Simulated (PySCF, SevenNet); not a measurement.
# How well does each level of theory give the bulk modulus of rock-salt KCl?

Reference value: 19.7 GPa (measured, 4 K, zero-point motion not removed; as tabulated in Doll and Stoll (1997), arXiv:cond-mat/9707218).

```
level (code)          value (GPa)  cell (Å³/atom)
--------------------  -----------  --------------
SevenNet-l3i5                14.5           32.59
PBE (PySCF)                     …           32.45
Hartree–Fock (PySCF)   15.3 ± 0.5           34.50
MP2 (PySCF)            21.4 ± 0.7           29.38
```

Problem. What belongs in the gaps?

Solution. 
- PBE (PySCF), value (GPa): 16.2 ± 0.5

Differences against the reference: SevenNet-l3i5 -26 %, PBE -17.8 %, Hartree–Fock -22 %, MP2 +8.6 %.

Once the reference is moved by up to 5.3 % (a margin picked here for doubts on the reference and the settings, and for temperature and zero-point motion) and values within 1.7 % count as equal, the nearest can be MP2 (+8.6 %) or PBE (-17.8 %). Among them SevenNet-l3i5 (-26 %) misses by most.

The measured value isn't corrected to a static lattice, so vibrations enter the comparison.  A ± on a computed value is a rough bar: the spread of its extrapolation, a floor set from checks against published values, or a statistical error. Each level is taken at its own relaxed cell.

Machine-learned potentials (SevenNet-l3i5) are trained on DFT data: a solid inside that data is no test of them.

Differences are worked out from the printed values.
